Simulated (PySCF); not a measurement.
Molecule (SMILES): N1CC1.
Geometry (B3LYP-D3(BJ)/def2-TZVP, fixed):
```xyz
8

C     -0.0266    -0.3964     0.7404
N     -0.0403     0.8719     0.0001
C     -0.0474    -0.3972    -0.7389
H      0.8868     1.2834    -0.0132
H     -0.9333    -0.6098     1.2927
H     -0.9693    -0.6112    -1.2653
H      0.8882    -0.7010     1.2359
H      0.8531    -0.7023    -1.2597
```

Basis-set convergence of the mean static polarisability at PBE0 with PySCF. All functions are spherical. Density fitting with generated auxiliary sets. No added dispersion term, no relativity. Reference: the value in aug-pcseg-2, 33.08 bohr³, itself unsure by roughly 0.1 % (its distance from aug-cc-pVTZ). Deviations are taken from unrounded values. Cost is core time over that of 6-31G**, rough, on shared machines of one kind.

| basis | functions | cost |
|---|---|---|
| 6-31G** | 67 | 1× |
| cc-pVDZ | 67 | 1× |
| 6-311G** | 84 | 0.9× |
| Sadlej pVTZ | 117 | 2× |
| cc-pVTZ | 160 | 3× |
| cc-pVQZ | 315 | 10× |

### Question
Which is the smallest set listed that can be trusted to 2 % here, that is, within that of the reference together with its larger relatives (same family, alike in diffuse functions; a set with none to test it counts only in the reference's own line)?

### Answer
Of the sets listed that have larger relatives (same family, alike in diffuse functions), none stays within 2 % of the reference together with them. Inside, with no larger relative to test it: Sadlej pVTZ. Value minus reference over the reference: 6-31G** -20.4, cc-pVDZ -18.5, 6-311G** -15.1, Sadlej pVTZ -0.1, cc-pVTZ -8.8, cc-pVQZ -4.7 %.
